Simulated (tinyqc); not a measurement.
Worked calculation (part 2 of 2): UKS/exchange-only LDA in the sto-3g basis, for BH2, spin multiplicity 2. Computed by tinyqc, a small Python program that keeps every step (integrals from PySCF). Command: `OMP_NUM_THREADS=1 python tinyqc.py 20305 20306 out.jsonl` (the two numbers bound the seeds that draw the settings). One thread of a shared host (Intel(R) Xeon(R) Processor @ 2.60GHz), about 2 s of CPU time with the checks.

Geometry (angstrom):
```
atom,x,y,z
B,0.0000,0.0000,0.0000
H,0.0000,1.5150,0.6370
H,0.0000,-1.5150,0.6370
```

## Iteration 2: DIIS over 2 matrices

error matrix X^T (FDS - SDF) X (alpha):
```
,1,2,3,4,5,6,7
1,0.0000,0.0393,0.0000,0.0000,-0.0914,-0.0698,-0.0698
2,-0.0393,0.0000,0.0000,0.0000,-0.0992,0.1535,0.1535
3,0.0000,0.0000,0.0000,0.0000,0.0000,0.0000,0.0000
4,0.0000,0.0000,0.0000,0.0000,0.0000,0.2311,-0.2311
5,0.0914,0.0992,0.0000,0.0000,0.0000,0.0526,0.0526
6,0.0698,-0.1535,0.0000,-0.2311,-0.0526,0.0000,0.0000
7,0.0698,-0.1535,0.0000,0.2311,-0.0526,0.0000,0.0000
```

B (overlaps of the stored error matrices):
```
,1,2
1,1.9681072e-02,-1.1418283e-01
2,-1.1418283e-01,7.8231099e-01
```

Minimise |sum c_i e_i|^2 with sum c_i = 1: solve [B -1; -1 0][c; lambda] = [0; -1] with B_ij = tr e_i^T e_j summed over both spins, and take F = sum c_i F_i.

DIIS coefficients: 0.8701  0.1299

extrapolated F(alpha) (hartree):
```
,1B 1s,1B 2s,1B 2px,1B 2py,1B 2pz,2H 1s,3H 1s
1B 1s,-9.3167,-2.4547,0.0000,0.0000,-0.0175,-0.2247,-0.2247
1B 2s,-2.4547,-1.4094,0.0000,0.0000,-0.0555,-0.2584,-0.2584
1B 2px,0.0000,0.0000,-0.6503,0.0000,0.0000,0.0000,0.0000
1B 2py,0.0000,0.0000,0.0000,-0.6000,0.0000,-0.1682,0.1682
1B 2pz,-0.0175,-0.0555,0.0000,0.0000,-0.5955,-0.0772,-0.0772
2H 1s,-0.2247,-0.2584,0.0000,-0.1682,-0.0772,0.0692,-0.0243
3H 1s,-0.2247,-0.2584,0.0000,0.1682,-0.0772,-0.0243,0.0692
```

extrapolated F(beta) (hartree):
```
,1B 1s,1B 2s,1B 2px,1B 2py,1B 2pz,2H 1s,3H 1s
1B 1s,-9.2413,-2.4256,0.0000,0.0000,-0.0161,-0.2222,-0.2222
1B 2s,-2.4256,-1.3236,0.0000,0.0000,-0.0458,-0.2473,-0.2473
1B 2px,0.0000,0.0000,-0.4899,0.0000,0.0000,0.0000,0.0000
1B 2py,0.0000,0.0000,0.0000,-0.5492,0.0000,-0.1617,0.1617
1B 2pz,-0.0161,-0.0458,0.0000,0.0000,-0.5482,-0.0729,-0.0729
2H 1s,-0.2222,-0.2473,0.0000,-0.1617,-0.0729,0.0729,-0.0234
3H 1s,-0.2222,-0.2473,0.0000,0.1617,-0.0729,-0.0234,0.0729
```

## Iteration 2: diagonalisation and new density

X:
```
,1B 1s,1B 2s,1B 2px,1B 2py,1B 2pz,2H 1s,3H 1s
1B 1s,1.0303,-0.1509,0.0000,0.0000,-0.0043,0.0190,0.0190
1B 2s,-0.1509,1.0970,0.0000,0.0000,0.0301,-0.1571,-0.1571
1B 2px,0.0000,0.0000,1.0000,0.0000,0.0000,0.0000,0.0000
1B 2py,0.0000,0.0000,0.0000,1.0771,0.0000,-0.1697,0.1697
1B 2pz,-0.0043,0.0301,0.0000,0.0000,1.0133,-0.0697,-0.0697
2H 1s,0.0190,-0.1571,0.0000,-0.1697,-0.0697,1.0778,-0.0091
3H 1s,0.0190,-0.1571,0.0000,0.1697,-0.0697,-0.0091,1.0778
```

Diagonalise F' = X^T F X, C = X C', fill 4 alpha and 3 beta electrons from the bottom; D(s) = C_occ C_occ^T. Each column has its largest component positive (the first on a tie).

F' = X^T F X (alpha) (hartree):
```
,1,2,3,4,5,6,7
1,-9.1730,-1.0980,0.0000,0.0000,-0.0140,-0.0139,-0.0139
2,-1.0980,-0.9391,0.0000,0.0000,-0.0443,-0.1241,-0.1241
3,0.0000,0.0000,-0.6503,0.0000,0.0000,0.0000,0.0000
4,0.0000,0.0000,0.0000,-0.5677,0.0000,-0.1141,0.1141
5,-0.0140,-0.0443,0.0000,0.0000,-0.5913,-0.0451,-0.0451
6,-0.0139,-0.1241,0.0000,-0.1141,-0.0451,0.1873,-0.0127
7,-0.0139,-0.1241,0.0000,0.1141,-0.0451,-0.0127,0.1873
```

orbital energies (alpha) (hartree): MO1 -9.3171, MO2 -0.8359, MO3 -0.6503, MO4 -0.6003, MO5 -0.5838, MO6 0.2080, MO7 0.2325

coefficients C (alpha):
```
,MO1,MO2,MO3,MO4,MO5,MO6,MO7
1B 1s,1.0020,-0.2701,0.0000,0.0000,0.0568,0.0693,0.0000
1B 2s,-0.0079,1.0317,0.0000,0.0000,-0.2216,-0.4036,0.0000
1B 2px,0.0000,0.0000,1.0000,0.0000,0.0000,0.0000,0.0000
1B 2py,0.0000,0.0000,0.0000,1.0084,0.0000,0.0000,-0.4482
1B 2pz,0.0016,0.2260,0.0000,0.0000,0.9780,-0.1725,0.0000
2H 1s,0.0016,-0.0336,0.0000,-0.0144,-0.0088,0.7745,0.7869
3H 1s,0.0016,-0.0336,0.0000,0.0144,-0.0088,0.7745,-0.7869
```

F' = X^T F X (beta) (hartree):
```
,1,2,3,4,5,6,7
1,-9.1000,-1.0903,0.0000,0.0000,-0.0140,-0.0142,-0.0142
2,-1.0903,-0.8504,0.0000,0.0000,-0.0328,-0.1260,-0.1260
3,0.0000,0.0000,-0.4899,0.0000,0.0000,0.0000,0.0000
4,0.0000,0.0000,0.0000,-0.5134,0.0000,-0.1160,0.1160
5,-0.0140,-0.0328,0.0000,0.0000,-0.5434,-0.0453,-0.0453
6,-0.0142,-0.1260,0.0000,-0.1160,-0.0453,0.1888,-0.0127
7,-0.0142,-0.1260,0.0000,0.1160,-0.0453,-0.0127,0.1888
```

orbital energies (beta) (hartree): MO1 -9.2419, MO2 -0.7505, MO3 -0.5492, MO4 -0.5390, MO5 -0.4899, MO6 0.2136, MO7 0.2373

coefficients C (beta):
```
,MO1,MO2,MO3,MO4,MO5,MO6,MO7
1B 1s,1.0023,-0.2681,0.0000,0.0547,0.0000,0.0739,0.0000
1B 2s,-0.0091,1.0258,0.0000,-0.2144,0.0000,-0.4222,0.0000
1B 2px,0.0000,0.0000,0.0000,0.0000,1.0000,0.0000,0.0000
1B 2py,0.0000,0.0000,1.0010,0.0000,0.0000,0.0000,-0.4644
1B 2pz,0.0013,0.2151,0.0000,0.9794,0.0000,-0.1786,0.0000
2H 1s,0.0019,-0.0192,-0.0018,-0.0075,0.0000,0.7750,0.7871
3H 1s,0.0019,-0.0192,0.0018,-0.0075,0.0000,0.7750,-0.7871
```

D(alpha) after iteration 2:
```
,1B 1s,1B 2s,1B 2px,1B 2py,1B 2pz,2H 1s,3H 1s
1B 1s,1.0770,-0.2865,0.0000,0.0000,-0.0595,0.0107,0.0107
1B 2s,-0.2865,1.0645,0.0000,0.0000,0.2332,-0.0346,-0.0346
1B 2px,0.0000,0.0000,1.0000,0.0000,0.0000,0.0000,0.0000
1B 2py,0.0000,0.0000,0.0000,1.0169,0.0000,-0.0146,0.0146
1B 2pz,-0.0595,0.2332,0.0000,0.0000,0.0511,-0.0076,-0.0076
2H 1s,0.0107,-0.0346,0.0000,-0.0146,-0.0076,0.0013,0.0009
3H 1s,0.0107,-0.0346,0.0000,0.0146,-0.0076,0.0009,0.0013
```

D(beta) after iteration 2:
```
,1B 1s,1B 2s,1B 2px,1B 2py,1B 2pz,2H 1s,3H 1s
1B 1s,1.0765,-0.2842,0.0000,0.0000,-0.0563,0.0070,0.0070
1B 2s,-0.2842,1.0523,0.0000,0.0000,0.2206,-0.0197,-0.0197
1B 2px,0.0000,0.0000,0.0000,0.0000,0.0000,0.0000,0.0000
1B 2py,0.0000,0.0000,0.0000,1.0021,0.0000,-0.0018,0.0018
1B 2pz,-0.0563,0.2206,0.0000,0.0000,0.0463,-0.0041,-0.0041
2H 1s,0.0070,-0.0197,0.0000,-0.0018,-0.0041,0.0004,0.0004
3H 1s,0.0070,-0.0197,0.0000,0.0018,-0.0041,0.0004,0.0004
```

## Iteration 13 (converged): orbitals

converged F(alpha) (hartree):
```
,1B 1s,1B 2s,1B 2px,1B 2py,1B 2pz,2H 1s,3H 1s
1B 1s,-6.1070,-1.8777,0.0000,0.0000,0.0006,-0.1731,-0.1731
1B 2s,-1.8777,-0.7735,0.0000,0.0000,0.0033,-0.1870,-0.1870
1B 2px,0.0000,0.0000,0.0304,0.0000,0.0000,0.0000,0.0000
1B 2py,0.0000,0.0000,0.0000,0.0140,0.0000,-0.1273,0.1273
1B 2pz,0.0006,0.0033,0.0000,0.0000,0.0164,-0.0527,-0.0527
2H 1s,-0.1731,-0.1870,0.0000,-0.1273,-0.0527,-0.0725,-0.0184
3H 1s,-0.1731,-0.1870,0.0000,0.1273,-0.0527,-0.0184,-0.0725
```

converged F(beta) (hartree):
```
,1B 1s,1B 2s,1B 2px,1B 2py,1B 2pz,2H 1s,3H 1s
1B 1s,-6.0870,-1.8638,0.0000,0.0000,-0.0081,-0.1720,-0.1720
1B 2s,-1.8638,-0.6995,0.0000,0.0000,-0.0574,-0.1795,-0.1795
1B 2px,0.0000,0.0000,0.0880,0.0000,0.0000,0.0000,0.0000
1B 2py,0.0000,0.0000,0.0000,0.0663,0.0000,-0.1221,0.1221
1B 2pz,-0.0081,-0.0574,0.0000,0.0000,0.1282,-0.0548,-0.0548
2H 1s,-0.1720,-0.1795,0.0000,-0.1221,-0.0548,-0.0624,-0.0179
3H 1s,-0.1720,-0.1795,0.0000,0.1221,-0.0548,-0.0179,-0.0624
```

As before.

F' = X^T F X (alpha) (hartree):
```
,1,2,3,4,5,6,7
1,-5.9278,-1.0469,0.0000,0.0000,-0.0100,0.0105,0.0105
2,-1.0469,-0.3390,0.0000,0.0000,0.0335,-0.1203,-0.1203
3,0.0000,0.0000,0.0304,0.0000,0.0000,0.0000,0.0000
4,0.0000,0.0000,0.0000,0.1062,0.0000,-0.1489,0.1489
5,-0.0100,0.0335,0.0000,0.0000,0.0321,-0.0596,-0.0596
6,0.0105,-0.1203,0.0000,-0.1489,-0.0596,0.0172,-0.0136
7,0.0105,-0.1203,0.0000,0.1489,-0.0596,-0.0136,0.0172
```

orbital energies (alpha) (hartree): MO1 -6.1175, MO2 -0.2603, MO3 -0.1454, MO4 -0.0247, MO5 0.0304, MO6 0.1715, MO7 0.2824

coefficients C (alpha):
```
,MO1,MO2,MO3,MO4,MO5,MO6,MO7
1B 1s,0.9869,-0.2626,0.0000,0.1206,0.0000,-0.1658,0.0000
1B 2s,0.0466,0.7971,0.0000,-0.4500,0.0000,0.6607,0.0000
1B 2px,0.0000,0.0000,0.0000,0.0000,1.0000,0.0000,0.0000
1B 2py,0.0000,0.0000,0.5071,0.0000,0.0000,0.0000,0.9801
1B 2pz,0.0016,0.0325,0.0000,0.7968,0.0000,0.6336,0.0000
2H 1s,-0.0074,0.2834,0.4805,0.3161,0.0000,-0.6486,-0.6234
3H 1s,-0.0074,0.2834,-0.4805,0.3161,0.0000,-0.6486,0.6234
```

F' = X^T F X (beta) (hartree):
```
,1,2,3,4,5,6,7
1,-5.9092,-1.0456,0.0000,0.0000,-0.0104,0.0105,0.0105
2,-1.0456,-0.2625,0.0000,0.0000,-0.0274,-0.1207,-0.1207
3,0.0000,0.0000,0.0880,0.0000,0.0000,0.0000,0.0000
4,0.0000,0.0000,0.0000,0.1637,0.0000,-0.1539,0.1539
5,-0.0104,-0.0274,0.0000,0.0000,0.1439,-0.0608,-0.0608
6,0.0105,-0.1207,0.0000,-0.1539,-0.0608,0.0273,-0.0140
7,0.0105,-0.1207,0.0000,0.1539,-0.0608,-0.0140,0.0273
```

orbital energies (beta) (hartree): MO1 -6.0967, MO2 -0.2218, MO3 -0.1236, MO4 0.0880, MO5 0.1001, MO6 0.2039, MO7 0.3286

coefficients C (beta):
```
,MO1,MO2,MO3,MO4,MO5,MO6,MO7
1B 1s,0.9875,-0.2364,0.0000,0.0000,-0.1990,-0.1196,0.0000
1B 2s,0.0446,0.7057,0.0000,0.0000,0.7317,0.4911,0.0000
1B 2px,0.0000,0.0000,0.0000,1.0000,0.0000,0.0000,0.0000
1B 2py,0.0000,0.0000,0.4591,0.0000,0.0000,0.0000,1.0035
1B 2pz,0.0033,0.1625,0.0000,0.0000,-0.5871,0.8162,0.0000
2H 1s,-0.0072,0.3367,0.5101,0.0000,-0.4235,-0.5552,-0.5994
3H 1s,-0.0072,0.3367,-0.5101,0.0000,-0.4235,-0.5552,0.5994
```

D(alpha) after iteration 13:
```
,1B 1s,1B 2s,1B 2px,1B 2py,1B 2pz,2H 1s,3H 1s
1B 1s,1.0575,-0.2176,0.0000,0.0000,0.0891,-0.0436,-0.0436
1B 2s,-0.2176,0.8400,0.0000,0.0000,-0.3325,0.0833,0.0833
1B 2px,0.0000,0.0000,0.0000,0.0000,0.0000,0.0000,0.0000
1B 2py,0.0000,0.0000,0.0000,0.2571,0.0000,0.2437,-0.2437
1B 2pz,0.0891,-0.3325,0.0000,0.0000,0.6360,0.2611,0.2611
2H 1s,-0.0436,0.0833,0.0000,0.2437,0.2611,0.4112,-0.0506
3H 1s,-0.0436,0.0833,0.0000,-0.2437,0.2611,-0.0506,0.4112
```

D(beta) after iteration 13:
```
,1B 1s,1B 2s,1B 2px,1B 2py,1B 2pz,2H 1s,3H 1s
1B 1s,1.0311,-0.1228,0.0000,0.0000,-0.0351,-0.0868,-0.0868
1B 2s,-0.1228,0.5000,0.0000,0.0000,0.1148,0.2373,0.2373
1B 2px,0.0000,0.0000,0.0000,0.0000,0.0000,0.0000,0.0000
1B 2py,0.0000,0.0000,0.0000,0.2108,0.0000,0.2342,-0.2342
1B 2pz,-0.0351,0.1148,0.0000,0.0000,0.0264,0.0547,0.0547
2H 1s,-0.0868,0.2373,0.0000,0.2342,0.0547,0.3736,-0.1468
3H 1s,-0.0868,0.2373,0.0000,-0.2342,0.0547,-0.1468,0.3736
```

## Convergence

Stop when the energy changes by less than 1e-08 hartree and every element of the error matrix X^T (F D S - S D F) X (for each spin) is below 3e-05.

Course of the cycle:
```
iteration,E (hartree),change,largest element of the error matrix
1,-7.065710,-,4.23e-02
2,-23.439313,-1.64e+01,2.40e-01
3,-23.557565,-1.18e-01,2.58e-01
4,-23.547698,9.87e-03,2.57e-01
5,-24.137784,-5.90e-01,2.00e-01
6,-24.731675,-5.94e-01,3.50e-02
7,-24.736133,-4.46e-03,4.11e-03
8,-24.736227,-9.33e-05,3.05e-03
9,-24.736142,8.51e-05,4.47e-03
10,-24.736293,-1.52e-04,2.10e-04
11,-24.736294,-1.06e-06,6.24e-05
12,-24.736294,-8.35e-08,7.83e-06
13,-24.736294,-9.42e-10,1.70e-06
```

PySCF UKS in the same basis, fine grid, after a stability check = -24.731122 hartree

Converged in 13 iterations. The coarse grid moves the energy by -5.17e-03 hartree.

## Populations, bond orders and dipole

overlap S:
```
,1B 1s,1B 2s,1B 2px,1B 2py,1B 2pz,2H 1s,3H 1s
1B 1s,1.0000,0.2693,0.0000,0.0000,0.0000,0.0242,0.0242
1B 2s,0.2693,1.0000,0.0000,0.0000,0.0000,0.2729,0.2729
1B 2px,0.0000,0.0000,1.0000,0.0000,0.0000,0.0000,0.0000
1B 2py,0.0000,0.0000,0.0000,1.0000,0.0000,0.2964,-0.2964
1B 2pz,0.0000,0.0000,0.0000,0.0000,1.0000,0.1246,0.1246
2H 1s,0.0242,0.2729,0.0000,0.2964,0.1246,1.0000,0.0171
3H 1s,0.0242,0.2729,0.0000,-0.2964,0.1246,0.0171,1.0000
```

Mulliken: Z minus the diagonal of D S on the atom; Loewdin: the same with S^(1/2) D S^(1/2); Mayer order: 2 sum_s sum (D(s) S)_ij (D(s) S)_ji over the two atoms.

Charges (e):
```
atom,Mulliken,Loewdin,Mulliken spin
1B,0.0937,0.0970,0.9463
2H,-0.0468,-0.0485,0.0268
3H,-0.0468,-0.0485,0.0268
```

Mayer bond orders:
```
pair,order
2-1,0.9501
3-1,0.9501
3-2,0.0470
```

dipole moment about the origin, x y z (debye): 0.0000  0.0000  -0.0580

<S^2> of the determinant (pure state: 0.75) = 0.7524
